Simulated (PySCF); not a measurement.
# Computed NMR parameters against published values

Geometry:
```csv
atom,x (Å),y (Å),z (Å)
C1,-2.075,-0.451,-0.147
C2,-0.593,-0.596,0.148
C3,0.146,0.729,0.070
C4,1.641,0.610,0.371
C5,2.336,-0.233,-0.590
N6,2.863,-0.896,-1.368
H7,-2.587,-1.413,-0.089
H8,-2.238,-0.048,-1.150
H9,-2.557,0.226,0.564
H10,-0.454,-1.027,1.146
H11,-0.141,-1.302,-0.556
H12,-0.283,1.438,0.785
H13,0.016,1.168,-0.924
H14,1.796,0.186,1.368
H15,2.118,1.594,0.363
```

[PySCF 2.14.0 with density-fitted response routines: shielding tensors at B97-2/pcSseg-2 (GIAO); coordinates at the PBE0-D3(BJ)/def2-TZVP level; single conformer; one averaged value for each set of equivalent atoms; in vacuum; relativity neglected]

Reference values: measured (solution, not stated per compound (mostly CDCl3 or CCl4); Pretsch, Buehlmann, Badertscher, Structure Determination of Organic Compounds, 4th ed. (2009)).
| atoms | quantity | reference | computed | computed, scaled |
| --- | --- | --- | --- | --- |
| H14/H15 | δ 1H | 2.34 | 2.22 | 2.23 |
| H12/H13 | δ 1H | 1.63 | 1.45 | 1.50 |
| H10/H11 | δ 1H | 1.50 | 1.57 | 1.62 |
| H7/H8/H9 | δ 1H | 0.96 | 1.03 | 1.11 |

Computed shifts are σ(ref) − σ with the named reference compound (TMS for H and C) calculated as an isolated molecule at the same level. The measured values may be among those fitted. Expected solution values come from regression of measured δ (H and C: mostly CDCl3, vs TMS) on computed σ: 1H: δ = 29.81 − 0.938σ (rms 0.14 ppm, 293 shifts, 0.16 ppm with the 4 outliers that the fit left out). Occasional misses reach two or three times the rms, and more in compound classes unlike the fitted ones.

Task: How far are the unscaled 1H shifts from the references?

Result: Mean signed difference -0.04 ppm, mean absolute 0.11 ppm over 4 comparisons; the largest is -0.18 ppm at H12/H13 (hydrogen on an sp3 CH2).
